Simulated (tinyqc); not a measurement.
Worked calculation (part 1 of 2): UHF in the sto-3g basis, for BH, spin multiplicity 1. Computed by tinyqc, a small Python program that keeps every step (integrals from PySCF). Settings: charge = 0, multiplicity = 1, basis = sto-3g, energy threshold = 1e-09, iteration cap = 69, orthogonalisation = canonical, start = core, DIIS depth = 6, method = UHF, break = 0.4. Command: `OMP_NUM_THREADS=1 python tinyqc.py 23867 23868 out.jsonl` (the two numbers bound the seeds that draw the settings). One thread of a shared host (Intel(R) Xeon(R) Processor @ 2.60GHz), about 0.1 s of CPU time with the checks. Later iterations appear only in the table of the cycle.

## One-electron integrals

Geometry (angstrom):
```
atom,x,y,z
B,0.00000,0.00000,0.00000
H,0.00000,0.00000,1.31200
```

Basis sto-3g: exponents (1/bohr^2) and contraction coefficients of normalised primitives:
```
element,l (shell),exponent,coefficient
B,s (1),48.79111,0.15433
B,s (1),8.88736,0.53533
B,s (1),2.40527,0.44463
B,s (2),2.23696,-0.09997
B,s (2),0.51982,0.39951
B,s (2),0.16906,0.70012
B,p (3),2.23696,0.15592
B,p (3),0.51982,0.60768
B,p (3),0.16906,0.39196
H,s (1),3.42525,0.15433
H,s (1),0.62391,0.53533
H,s (1),0.16886,0.44463
```

Overlap, kinetic and nuclear-attraction integrals over the contracted functions; the nuclear repulsion is the sum of Za Zb / Rab.

nuclear repulsion = 2.0166814 hartree

overlap S, lower triangle:
```
,1B 1s,1B 2s,1B 2px,1B 2py,1B 2pz,2H 1s
1B 1s,1.00000
1B 2s,0.26933,1.00000
1B 2px,0.00000,0.00000,1.00000
1B 2py,0.00000,0.00000,0.00000,1.00000
1B 2pz,0.00000,0.00000,0.00000,0.00000,1.00000
2H 1s,0.05041,0.41483,0.00000,0.00000,0.44470,1.00000
```

kinetic energy T (hartree), lower triangle:
```
,1B 1s,1B 2s,1B 2px,1B 2py,1B 2pz,2H 1s
1B 1s,10.82630
1B 2s,-0.04797,0.35917
1B 2px,0.00000,0.00000,1.12388
1B 2py,0.00000,0.00000,0.00000,1.12388
1B 2pz,0.00000,0.00000,0.00000,0.00000,1.12388
2H 1s,-0.01369,0.06097,0.00000,0.00000,0.17271,0.76003
```

nuclear attraction V (hartree), lower triangle:
```
,1B 1s,1B 2s,1B 2px,1B 2py,1B 2pz,2H 1s
1B 1s,-23.55072
1B 2s,-3.24799,-4.16610
1B 2px,0.00000,0.00000,-4.10211
1B 2py,0.00000,0.00000,0.00000,-4.10211
1B 2pz,-0.01529,-0.14041,0.00000,0.00000,-4.20305
2H 1s,-0.61197,-1.50432,0.00000,0.00000,-1.53969,-3.22538
```

core Hamiltonian H = T + V (hartree), lower triangle:
```
,1B 1s,1B 2s,1B 2px,1B 2py,1B 2pz,2H 1s
1B 1s,-12.72442
1B 2s,-3.29596,-3.80693
1B 2px,0.00000,0.00000,-2.97823
1B 2py,0.00000,0.00000,0.00000,-2.97823
1B 2pz,-0.01529,-0.14041,0.00000,0.00000,-3.07917
2H 1s,-0.62566,-1.44335,0.00000,0.00000,-1.36698,-2.46535
```

## Two-electron integrals

Functions are numbered as in S; the eight-fold symmetry (ij|kl) = (ji|kl) = (kl|ij) leaves the list below.

Two-electron integrals (ij|kl) in chemists' order, unique and non-zero (hartree):
```
i,j,k,l,(ij|kl)
1,1,1,1,2.92351
2,1,1,1,0.51838
2,1,2,1,0.10926
2,2,1,1,0.74423
2,2,2,1,0.19318
2,2,2,2,0.54480
3,1,3,1,0.02026
3,2,3,1,0.03000
3,2,3,2,0.12035
3,3,1,1,0.74249
3,3,2,1,0.19324
3,3,2,2,0.54468
3,3,3,3,0.58677
4,1,4,1,0.02026
4,2,4,1,0.03000
4,2,4,2,0.12035
4,3,4,3,0.03163
4,4,1,1,0.74249
4,4,2,1,0.19324
4,4,2,2,0.54468
4,4,3,3,0.52351
4,4,4,4,0.58677
5,1,5,1,0.02026
5,2,5,1,0.03000
5,2,5,2,0.12035
5,3,5,3,0.03163
5,4,5,4,0.03163
5,5,1,1,0.74249
5,5,2,1,0.19324
5,5,2,2,0.54468
5,5,3,3,0.52351
5,5,4,4,0.52351
5,5,5,5,0.58677
6,1,1,1,0.09658
6,1,2,1,0.02029
6,1,2,2,0.03603
6,1,3,3,0.03586
6,1,4,4,0.03586
6,1,5,1,0.00146
6,1,5,2,0.00270
6,1,5,5,0.03640
6,1,6,1,0.00389
6,2,1,1,0.23783
6,2,2,1,0.06272
6,2,2,2,0.19519
6,2,3,3,0.18957
6,2,4,4,0.18957
6,2,5,1,0.00690
6,2,5,2,0.04240
6,2,5,5,0.20626
6,2,6,1,0.01244
6,2,6,2,0.09727
6,3,3,1,0.00621
6,3,3,2,0.02920
6,3,5,3,0.00787
6,3,6,3,0.01058
6,4,4,1,0.00621
6,4,4,2,0.02920
6,4,5,4,0.00787
6,4,6,4,0.01058
6,5,1,1,0.22454
6,5,2,1,0.05999
6,5,2,2,0.19702
6,5,3,3,0.18657
6,5,4,4,0.18657
6,5,5,1,0.01190
6,5,5,2,0.06822
6,5,5,5,0.21771
6,5,6,1,0.01247
6,5,6,2,0.11489
6,5,6,5,0.14352
6,6,1,1,0.39937
6,6,2,1,0.10727
6,6,2,2,0.37802
6,6,3,3,0.35568
6,6,4,4,0.35568
6,6,5,1,0.01414
6,6,5,2,0.11577
6,6,5,5,0.42226
6,6,6,1,0.02167
6,6,6,2,0.24234
6,6,6,5,0.31077
6,6,6,6,0.77461
```

## Orthogonalisation

S = U s U^T; canonical form X = U s^(-1/2), so that X^T S X = 1. Each column of U has its largest component positive (the first on a tie).

eigenvalues of S: 0.37541  0.79704  1.00000  1.00000  1.17283  1.65472

X:
```
,1,2,3,4,5,6
1B 1s,0.28003,0.78475,0.00000,0.00000,0.58901,0.20980
1B 2s,-0.85686,-0.54602,0.00000,0.00000,0.41704,0.41338
1B 2px,0.00000,0.00000,0.38165,0.92431,0.00000,0.00000
1B 2py,0.00000,0.00000,0.92431,-0.38165,0.00000,0.00000
1B 2pz,-0.78912,0.53099,0.00000,0.00000,-0.53689,0.35063
2H 1s,1.10834,-0.24235,0.00000,0.00000,-0.20866,0.51623
```

Within a degenerate level the vectors are fixed only up to a rotation; this is one choice.

## Starting guess

The start is the orbitals of the core Hamiltonian, with HOMO and LUMO mixed by +/-0.4 rad for the two spins; D(s) = C_occ C_occ^T for each spin.

D(alpha) at the start, lower triangle:
```
,1B 1s,1B 2s,1B 2px,1B 2py,1B 2pz,2H 1s
1B 1s,1.07777
1B 2s,-0.29221,1.09205
1B 2px,0.02346,-0.09159,0.02864
1B 2py,0.04863,-0.18981,0.05936,0.12300
1B 2pz,-0.03507,0.14573,0.12919,0.26772,0.97363
2H 1s,0.02686,-0.08664,-0.00473,-0.00981,-0.09250,0.01376
```

D(beta) at the start, lower triangle:
```
,1B 1s,1B 2s,1B 2px,1B 2py,1B 2pz,2H 1s
1B 1s,1.07777
1B 2s,-0.29221,1.09205
1B 2px,-0.02346,0.09159,0.02864
1B 2py,-0.04863,0.18981,0.05936,0.12300
1B 2pz,-0.03507,0.14573,-0.12919,-0.26772,0.97363
2H 1s,0.02686,-0.08664,0.00473,0.00981,-0.09250,0.01376
```

## Iteration 1: building the Fock matrix

J_ij = sum D_kl (ij|kl) with D = D(alpha) + D(beta), K_ij = sum D_kl (ik|jl) for each spin; F = H + J - K(s); E = tr D H + tr D J / 2 - 0.5 sum_s tr D(s) K(s) + E_nn.

Coulomb J (hartree), lower triangle:
```
,1B 1s,1B 2s,1B 2px,1B 2py,1B 2pz,2H 1s
1B 1s,8.84819
1B 2s,1.80768,3.66788
1B 2px,0.00000,0.00000,3.62496
1B 2py,0.00000,0.00000,0.00751,3.63690
1B 2pz,0.00840,0.02948,0.00000,0.00000,3.72910
2H 1s,0.33836,1.28034,0.00000,0.00000,1.27979,2.38139
```

exchange K(alpha) (hartree), lower triangle:
```
,1B 1s,1B 2s,1B 2px,1B 2py,1B 2pz,2H 1s
1B 1s,2.99150
1B 2s,0.55167,0.69827
1B 2px,-0.00275,-0.05671,0.18119
1B 2py,-0.00570,-0.11752,0.03295,0.23357
1B 2pz,0.00212,0.04633,0.07080,0.14671,0.66234
2H 1s,0.10980,0.25375,0.00434,0.00899,0.22922,0.18942
```

exchange K(beta) (hartree), lower triangle:
```
,1B 1s,1B 2s,1B 2px,1B 2py,1B 2pz,2H 1s
1B 1s,2.99150
1B 2s,0.55167,0.69827
1B 2px,0.00275,0.05671,0.18119
1B 2py,0.00570,0.11752,0.03295,0.23357
1B 2pz,0.00212,0.04633,-0.07080,-0.14671,0.66234
2H 1s,0.10980,0.25375,-0.00434,-0.00899,0.22922,0.18942
```

F(alpha) (hartree), lower triangle:
```
,1B 1s,1B 2s,1B 2px,1B 2py,1B 2pz,2H 1s
1B 1s,-6.86773
1B 2s,-2.03994,-0.83732
1B 2px,0.00275,0.05671,0.46554
1B 2py,0.00570,0.11752,-0.02544,0.42510
1B 2pz,-0.00901,-0.15726,-0.07080,-0.14671,-0.01241
2H 1s,-0.39710,-0.41675,-0.00434,-0.00899,-0.31641,-0.27338
```

F(beta) (hartree), lower triangle:
```
,1B 1s,1B 2s,1B 2px,1B 2py,1B 2pz,2H 1s
1B 1s,-6.86773
1B 2s,-2.03994,-0.83732
1B 2px,-0.00275,-0.05671,0.46554
1B 2py,-0.00570,-0.11752,-0.02544,0.42510
1B 2pz,-0.00901,-0.15726,0.07080,0.14671,-0.01241
2H 1s,-0.39710,-0.41675,0.00434,0.00899,-0.31641,-0.27338
```

total energy of this density = -24.1464523 hartree

## Iteration 1: diagonalisation and new density

Diagonalise F' = X^T F X, C = X C', fill 3 alpha and 3 beta electrons from the bottom; D(s) = C_occ C_occ^T. Each column has its largest component positive (the first on a tie).

F' = X^T F X (alpha) (hartree), lower triangle:
```
,1,2,3,4,5,6
1,0.37195
2,-0.53018,-2.54450
3,0.00744,-0.15012,0.41304
4,0.00043,-0.00872,-0.00376,0.47760
5,-0.36631,-2.97529,0.14744,0.00856,-3.37054
6,-0.18056,-1.38707,-0.00699,-0.00041,-1.67163,-1.29891
```

orbital energies (alpha) (hartree): MO1 -6.87389, MO2 -0.45595, MO3 -0.08140, MO4 0.42020, MO5 0.47782, MO6 0.56186

coefficients C (alpha):
```
,MO1,MO2,MO3,MO4,MO5,MO6
1B 1s,0.99076,-0.19793,-0.20744,0.14489,0.00000,-0.01972
1B 2s,0.03390,0.56418,0.76298,-0.66188,0.00000,0.19359
1B 2px,-0.00059,-0.00802,-0.16270,-0.27935,0.90062,-0.29036
1B 2py,-0.00123,-0.01662,-0.33716,-0.57889,-0.43461,-0.60171
1B 2pz,0.00480,0.31560,-0.51244,-0.54962,0.00000,0.80719
2H 1s,-0.00691,0.49322,-0.33005,0.88473,0.00000,-0.67984
```

F' = X^T F X (beta) (hartree), lower triangle:
```
,1,2,3,4,5,6
1,0.37195
2,-0.53018,-2.54450
3,-0.00744,0.15012,0.41304
4,-0.00043,0.00872,-0.00376,0.47760
5,-0.36631,-2.97529,-0.14744,-0.00856,-3.37054
6,-0.18056,-1.38707,0.00699,0.00041,-1.67163,-1.29891
```

orbital energies (beta) (hartree): MO1 -6.87389, MO2 -0.45595, MO3 -0.08140, MO4 0.42020, MO5 0.47782, MO6 0.56186

coefficients C (beta):
```
,MO1,MO2,MO3,MO4,MO5,MO6
1B 1s,0.99076,-0.19793,-0.20744,0.14489,0.00000,-0.01972
1B 2s,0.03390,0.56418,0.76298,-0.66188,0.00000,0.19359
1B 2px,0.00059,0.00802,0.16270,0.27935,0.90062,0.29036
1B 2py,0.00123,0.01662,0.33716,0.57889,-0.43461,0.60171
1B 2pz,0.00480,0.31560,-0.51244,-0.54962,0.00000,0.80719
2H 1s,-0.00691,0.49322,-0.33005,0.88473,0.00000,-0.67984
```

D(alpha) after iteration 1, lower triangle:
```
,1B 1s,1B 2s,1B 2px,1B 2py,1B 2pz,2H 1s
1B 1s,1.06381
1B 2s,-0.23636,0.90159
1B 2px,0.03475,-0.12868,0.02654
1B 2py,0.07201,-0.26667,0.05499,0.11396
1B 2pz,0.04859,-0.21277,0.08084,0.16752,0.36222
2H 1s,-0.03600,0.02621,0.04975,0.10309,0.32476,0.35225
```

D(beta) after iteration 1, lower triangle:
```
,1B 1s,1B 2s,1B 2px,1B 2py,1B 2pz,2H 1s
1B 1s,1.06381
1B 2s,-0.23636,0.90159
1B 2px,-0.03475,0.12868,0.02654
1B 2py,-0.07201,0.26667,0.05499,0.11396
1B 2pz,0.04859,-0.21277,-0.08084,-0.16752,0.36222
2H 1s,-0.03600,0.02621,-0.04975,-0.10309,0.32476,0.35225
```

## Iteration 2: building the Fock matrix

As before.

Coulomb J (hartree), lower triangle:
```
,1B 1s,1B 2s,1B 2px,1B 2py,1B 2pz,2H 1s
1B 1s,8.40259
1B 2s,1.69939,3.46835
1B 2px,0.00000,0.00000,3.41656
1B 2py,0.00000,0.00000,0.00696,3.42762
1B 2pz,0.00434,0.07764,0.00000,0.00000,3.54806
2H 1s,0.31789,1.29500,0.00000,0.00000,1.34629,2.71168
```

exchange K(alpha) (hartree), lower triangle:
```
,1B 1s,1B 2s,1B 2px,1B 2py,1B 2pz,2H 1s
1B 1s,2.97014
1B 2s,0.53977,0.64412
1B 2px,-0.00013,-0.06694,0.15643
1B 2py,-0.00027,-0.13871,0.03053,0.20496
1B 2pz,0.00315,0.00283,0.05455,0.11304,0.52754
2H 1s,0.10510,0.32356,0.00725,0.01502,0.35972,0.57759
```

exchange K(beta) (hartree), lower triangle:
```
,1B 1s,1B 2s,1B 2px,1B 2py,1B 2pz,2H 1s
1B 1s,2.97014
1B 2s,0.53977,0.64412
1B 2px,0.00013,0.06694,0.15643
1B 2py,0.00027,0.13871,0.03053,0.20496
1B 2pz,0.00315,0.00283,-0.05455,-0.11304,0.52754
2H 1s,0.10510,0.32356,-0.00725,-0.01502,0.35972,0.57759
```

F(alpha) (hartree), lower triangle:
```
,1B 1s,1B 2s,1B 2px,1B 2py,1B 2pz,2H 1s
1B 1s,-7.29197
1B 2s,-2.13634,-0.98271
1B 2px,0.00013,0.06694,0.28190
1B 2py,0.00027,0.13871,-0.02357,0.24443
1B 2pz,-0.01410,-0.06560,-0.05455,-0.11304,-0.05865
2H 1s,-0.41287,-0.47191,-0.00725,-0.01502,-0.38041,-0.33126
```

F(beta) (hartree), lower triangle:
```
,1B 1s,1B 2s,1B 2px,1B 2py,1B 2pz,2H 1s
1B 1s,-7.29197
1B 2s,-2.13634,-0.98271
1B 2px,-0.00013,-0.06694,0.28190
1B 2py,-0.00027,-0.13871,-0.02357,0.24443
1B 2pz,-0.01410,-0.06560,0.05455,0.11304,-0.05865
2H 1s,-0.41287,-0.47191,0.00725,0.01502,-0.38041,-0.33126
```

total energy of this density = -24.7521089 hartree

## Iteration 2: DIIS over 2 matrices

error matrix X^T (FDS - SDF) X (alpha):
```
,1,2,3,4,5,6
1,0.00000,0.01224,0.00084,0.00005,0.00486,-0.04814
2,-0.01224,0.00000,0.00110,0.00006,-0.00230,0.01056
3,-0.00084,-0.00110,0.00000,0.00000,-0.00072,0.01063
4,-0.00005,-0.00006,0.00000,0.00000,-0.00004,0.00062
5,-0.00486,0.00230,0.00072,0.00004,0.00000,-0.00275
6,0.04814,-0.01056,-0.01063,-0.00062,0.00275,0.00000
```

B (overlaps of the stored error matrices):
```
,1,2
1,6.3672655e-01,7.4113579e-02
2,7.4113579e-02,1.0922895e-02
```

Minimise |sum c_i e_i|^2 with sum c_i = 1: solve [B -1; -1 0][c; lambda] = [0; -1] with B_ij = tr e_i^T e_j summed over both spins, and take F = sum c_i F_i.

DIIS coefficients: -0.12653  1.12653

extrapolated F(alpha) (hartree), lower triangle:
```
,1B 1s,1B 2s,1B 2px,1B 2py,1B 2pz,2H 1s
1B 1s,-7.34565
1B 2s,-2.14854,-1.00110
1B 2px,-0.00020,0.06823,0.25866
1B 2py,-0.00042,0.14140,-0.02333,0.22157
1B 2pz,-0.01474,-0.05400,-0.05250,-0.10878,-0.06450
2H 1s,-0.41486,-0.47889,-0.00762,-0.01579,-0.38850,-0.33859
```

extrapolated F(beta) (hartree), lower triangle:
```
,1B 1s,1B 2s,1B 2px,1B 2py,1B 2pz,2H 1s
1B 1s,-7.34565
1B 2s,-2.14854,-1.00110
1B 2px,0.00020,-0.06823,0.25866
1B 2py,0.00042,-0.14140,-0.02333,0.22157
1B 2pz,-0.01474,-0.05400,0.05250,0.10878,-0.06450
2H 1s,-0.41486,-0.47889,0.00762,0.01579,-0.38850,-0.33859
```

## Iteration 2: diagonalisation and new density

As before.

F' = X^T F X (alpha) (hartree), lower triangle:
```
,1,2,3,4,5,6
1,0.52908
2,-0.62842,-2.86888
3,-0.05867,-0.14573,0.21051
4,-0.00341,-0.00847,-0.00345,0.26972
5,-0.35379,-3.09096,0.13348,0.00775,-3.67962
6,-0.23721,-1.44862,0.01338,0.00078,-1.77377,-1.41793
```

orbital energies (alpha) (hartree): MO1 -7.35037, MO2 -0.55081, MO3 -0.28413, MO4 0.26992, MO5 0.29290, MO6 0.66538

coefficients C (alpha):
```
,MO1,MO2,MO3,MO4,MO5,MO6
1B 1s,0.99218,-0.21912,-0.17108,0.00000,-0.08769,0.12573
1B 2s,0.02899,0.64935,0.66829,0.00000,0.32324,-0.63527
1B 2px,-0.00021,-0.04066,-0.15690,0.90062,0.40325,-0.00144
1B 2py,-0.00043,-0.08426,-0.32514,-0.43461,0.83564,-0.00299
1B 2pz,0.00470,0.18510,-0.54750,0.00000,-0.19784,-0.97091
2H 1s,-0.00628,0.48398,-0.42041,0.00000,-0.11090,1.08345
```

F' = X^T F X (beta) (hartree), lower triangle:
```
,1,2,3,4,5,6
1,0.52908
2,-0.62842,-2.86888
3,0.05867,0.14573,0.21051
4,0.00341,0.00847,-0.00345,0.26972
5,-0.35379,-3.09096,-0.13348,-0.00775,-3.67962
6,-0.23721,-1.44862,-0.01338,-0.00078,-1.77377,-1.41793
```

orbital energies (beta) (hartree): MO1 -7.35037, MO2 -0.55081, MO3 -0.28413, MO4 0.26992, MO5 0.29290, MO6 0.66538

coefficients C (beta):
```
,MO1,MO2,MO3,MO4,MO5,MO6
1B 1s,0.99218,-0.21912,-0.17108,0.00000,0.08769,0.12573
1B 2s,0.02899,0.64935,0.66829,0.00000,-0.32324,-0.63527
1B 2px,0.00021,0.04066,0.15690,0.90062,0.40325,0.00144
1B 2py,0.00043,0.08426,0.32514,-0.43461,0.83564,0.00299
1B 2pz,0.00470,0.18510,-0.54750,0.00000,0.19784,-0.97091
2H 1s,-0.00628,0.48398,-0.42041,0.00000,0.11090,1.08345
```

D(alpha) after iteration 2, lower triangle:
```
,1B 1s,1B 2s,1B 2px,1B 2py,1B 2pz,2H 1s
1B 1s,1.06169
1B 2s,-0.22785,0.86911
1B 2px,0.03554,-0.13126,0.02627
1B 2py,0.07366,-0.27201,0.05444,0.11281
1B 2pz,0.05777,-0.24556,0.07838,0.16242,0.33404
2H 1s,-0.04036,0.03314,0.04628,0.09592,0.31973,0.41102
```

D(beta) after iteration 2, lower triangle:
```
,1B 1s,1B 2s,1B 2px,1B 2py,1B 2pz,2H 1s
1B 1s,1.06169
1B 2s,-0.22785,0.86911
1B 2px,-0.03554,0.13126,0.02627
1B 2py,-0.07366,0.27201,0.05444,0.11281
1B 2pz,0.05777,-0.24556,-0.07838,-0.16242,0.33404
2H 1s,-0.04036,0.03314,-0.04628,-0.09592,0.31973,0.41102
```

## Iteration 3: building the Fock matrix

As before.

Coulomb J (hartree), lower triangle:
```
,1B 1s,1B 2s,1B 2px,1B 2py,1B 2pz,2H 1s
1B 1s,8.36289
1B 2s,1.68971,3.44939
1B 2px,0.00000,0.00000,3.39627
1B 2py,0.00000,0.00000,0.00689,3.40722
1B 2pz,0.00273,0.07632,0.00000,0.00000,3.53189
2H 1s,0.31595,1.29463,0.00000,0.00000,1.34989,2.74075
```

exchange K(alpha) (hartree), lower triangle:
```
,1B 1s,1B 2s,1B 2px,1B 2py,1B 2pz,2H 1s
1B 1s,2.96827
1B 2s,0.53901,0.63337
1B 2px,-0.00024,-0.06923,0.15280
1B 2py,-0.00051,-0.14347,0.03022,0.20084
1B 2pz,0.00277,-0.01019,0.05251,0.10881,0.51461
2H 1s,0.10480,0.32463,0.00497,0.01030,0.36062,0.60884
```

exchange K(beta) (hartree), lower triangle:
```
,1B 1s,1B 2s,1B 2px,1B 2py,1B 2pz,2H 1s
1B 1s,2.96827
1B 2s,0.53901,0.63337
1B 2px,0.00024,0.06923,0.15280
1B 2py,0.00051,0.14347,0.03022,0.20084
1B 2pz,0.00277,-0.01019,-0.05251,-0.10881,0.51461
2H 1s,0.10480,0.32463,-0.00497,-0.01030,0.36062,0.60884
```

F(alpha) (hartree), lower triangle:
```
,1B 1s,1B 2s,1B 2px,1B 2py,1B 2pz,2H 1s
1B 1s,-7.32980
1B 2s,-2.14526,-0.99091
1B 2px,0.00024,0.06923,0.26524
1B 2py,0.00051,0.14347,-0.02333,0.22815
1B 2pz,-0.01532,-0.05390,-0.05251,-0.10881,-0.06188
2H 1s,-0.41451,-0.47335,-0.00497,-0.01030,-0.37771,-0.33344
```

F(beta) (hartree), lower triangle:
```
,1B 1s,1B 2s,1B 2px,1B 2py,1B 2pz,2H 1s
1B 1s,-7.32980
1B 2s,-2.14526,-0.99091
1B 2px,-0.00024,-0.06923,0.26524
1B 2py,-0.00051,-0.14347,-0.02333,0.22815
1B 2pz,-0.01532,-0.05390,0.05251,0.10881,-0.06188
2H 1s,-0.41451,-0.47335,0.00497,0.01030,-0.37771,-0.33344
```

total energy of this density = -24.7575961 hartree

## Iteration 3: DIIS over 3 matrices

error matrix X^T (FDS - SDF) X (alpha):
```
,1,2,3,4,5,6
1,0.00000,0.00413,0.00172,0.00010,-0.00151,-0.00182
2,-0.00413,0.00000,0.00071,0.00004,0.00019,-0.00057
3,-0.00172,-0.00071,0.00000,0.00000,-0.00011,0.00384
4,-0.00010,-0.00004,0.00000,0.00000,-0.00001,0.00022
5,0.00151,-0.00019,0.00011,0.00001,0.00000,0.00080
6,0.00182,0.00057,-0.00384,-0.00022,-0.00080,0.00000
```

B (overlaps of the stored error matrices), lower triangle:
```
,1,2,3
1,6.3672655e-01
2,7.4113579e-02,1.0922895e-02
3,2.0534120e-03,6.6111330e-04,1.6770886e-04
```

As before.

DIIS coefficients: 0.01594  -0.16731  1.15137

extrapolated F(alpha) (hartree), lower triangle:
```
,1B 1s,1B 2s,1B 2px,1B 2py,1B 2pz,2H 1s
1B 1s,-7.32877
1B 2s,-2.14507,-0.98983
1B 2px,0.00030,0.06942,0.26565
1B 2py,0.00063,0.14385,-0.02333,0.22857
1B 2pz,-0.01542,-0.05359,-0.05246,-0.10871,-0.06163
2H 1s,-0.41450,-0.47269,-0.00458,-0.00949,-0.37628,-0.33285
```

extrapolated F(beta) (hartree), lower triangle:
```
,1B 1s,1B 2s,1B 2px,1B 2py,1B 2pz,2H 1s
1B 1s,-7.32877
1B 2s,-2.14507,-0.98983
1B 2px,-0.00030,-0.06942,0.26565
1B 2py,-0.00063,-0.14385,-0.02333,0.22857
1B 2pz,-0.01542,-0.05359,0.05246,0.10871,-0.06163
2H 1s,-0.41450,-0.47269,0.00458,0.00949,-0.37628,-0.33285
```

## Iteration 3: diagonalisation and new density

As before.

F' = X^T F X (alpha) (hartree), lower triangle:
```
,1,2,3,4,5,6
1,0.51379
2,-0.61738,-2.85939
3,-0.05301,-0.14796,0.21751
4,-0.00308,-0.00859,-0.00345,0.27671
5,-0.35709,-3.08573,0.13380,0.00777,-3.66720
6,-0.23815,-1.44802,0.01838,0.00107,-1.77324,-1.40561
```

orbital energies (alpha) (hartree): MO1 -7.33356, MO2 -0.53954, MO3 -0.27386, MO4 0.27691, MO5 0.30019, MO6 0.64566

coefficients C (alpha):
```
,MO1,MO2,MO3,MO4,MO5,MO6
1B 1s,0.99211,-0.21984,-0.16880,0.00000,-0.09029,0.12621
1B 2s,0.02921,0.65110,0.66015,0.00000,0.33440,-0.63619
1B 2px,-0.00028,-0.04433,-0.15623,0.90062,0.40310,0.00439
1B 2py,-0.00058,-0.09187,-0.32374,-0.43461,0.83534,0.00909
1B 2pz,0.00483,0.17839,-0.55349,0.00000,-0.18432,-0.97143
2H 1s,-0.00636,0.48451,-0.41986,0.00000,-0.12121,1.08231
```

F' = X^T F X (beta) (hartree), lower triangle:
```
,1,2,3,4,5,6
1,0.51379
2,-0.61738,-2.85939
3,0.05301,0.14796,0.21751
4,0.00308,0.00859,-0.00345,0.27671
5,-0.35709,-3.08573,-0.13380,-0.00777,-3.66720
6,-0.23815,-1.44802,-0.01838,-0.00107,-1.77324,-1.40561
```

orbital energies (beta) (hartree): MO1 -7.33356, MO2 -0.53954, MO3 -0.27386, MO4 0.27691, MO5 0.30019, MO6 0.64566

coefficients C (beta):
```
,MO1,MO2,MO3,MO4,MO5,MO6
1B 1s,0.99211,-0.21984,-0.16880,0.00000,0.09029,0.12621
1B 2s,0.02921,0.65110,0.66015,0.00000,-0.33440,-0.63619
1B 2px,0.00028,0.04433,0.15623,0.90062,0.40310,-0.00439
1B 2py,0.00058,0.09187,0.32374,-0.43461,0.83534,-0.00909
1B 2pz,0.00483,0.17839,-0.55349,0.00000,0.18432,-0.97143
2H 1s,-0.00636,0.48451,-0.41986,0.00000,0.12121,1.08231
```

D(alpha) after iteration 3, lower triangle:
```
,1B 1s,1B 2s,1B 2px,1B 2py,1B 2pz,2H 1s
1B 1s,1.06111
1B 2s,-0.22559,0.86059
1B 2px,0.03584,-0.13201,0.02637
1B 2py,0.07427,-0.27355,0.05465,0.11325
1B 2pz,0.05901,-0.24910,0.07856,0.16280,0.33820
2H 1s,-0.04195,0.03811,0.04412,0.09142,0.31879,0.41108
```

D(beta) after iteration 3, lower triangle:
```
,1B 1s,1B 2s,1B 2px,1B 2py,1B 2pz,2H 1s
1B 1s,1.06111
1B 2s,-0.22559,0.86059
1B 2px,-0.03584,0.13201,0.02637
1B 2py,-0.07427,0.27355,0.05465,0.11325
1B 2pz,0.05901,-0.24910,-0.07856,-0.16280,0.33820
2H 1s,-0.04195,0.03811,-0.04412,-0.09142,0.31879,0.41108
```
